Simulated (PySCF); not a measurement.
B2 at ROHF

Computed with ROHF; B 6-31G(d,p); no relativity (PySCF 2.14).

```
state                          : ³Σg⁻ (triplet), unpaired electrons π ↑↑
bond length                    : 1.442 Å
harmonic wavenumber            : 1585 cm⁻¹
force constant                 : 8.15 mdyn/Å
rotational constant Be         : 1.473 cm⁻¹
anharmonicity ωexe             : 5.78 cm⁻¹
vibration–rotation constant αe : 0.00926 cm⁻¹
well depth De to B + B         : -427 kJ/mol
dissociation energy D0         : -436 kJ/mol
bond order (Mayer)             : 3.00
```

UHF is strongly spin-contaminated for B2, so the ROHF reference used there is far from stable. Hartree–Fock leaves out correlation, which carries a large part of most bond energies and some tenths to 1 eV of ionisation energies. A negative De means that the minimum lies above the separated atoms at that level. The state is the lowest determinant that a PBE0 search found; another state may lie lower at other levels.
